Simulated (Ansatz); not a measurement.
Basis-set extrapolation for C$_{3}$H$_{6}$O$_{3}$, SMILES `O=COCCO` (PBE0-D4/def2-TZVP geometry, frozen core, Ansatz 0.2.0). Multiplicity 1, RHF reference.

|  | def2-TZVPP | def2-QZVPP |
| --- | --- | --- |
| HF | -341.825458 | -341.841278 |
| MP2 correlation | -1.198830 | -1.288133 |
| CCSD(T) correlation | -1.274191 | not run |

Energies in hartree. Use E(X) = E(∞) + A·exp(−7.88·√X) for Hartree–Fock and E(X) = E(∞) + B·X^(−2.97) for correlation, with X = 3 and 4, and add CCSD(T) minus MP2 of the smaller set to the MP2 limit.

What is the CCSD(T) energy at the basis-set limit?

HF limit: -341.841278 + (-0.015820) × 0.13774 = -341.84346. MP2 limit: -1.288133 + (-0.089303) × 0.74074 = -1.35428. Higher-order term: -1.274191 − (-1.198830) = -0.07536. Total: -343.27310 hartree, 455.4 kJ/mol below CCSD(T)/def2-TZVPP.
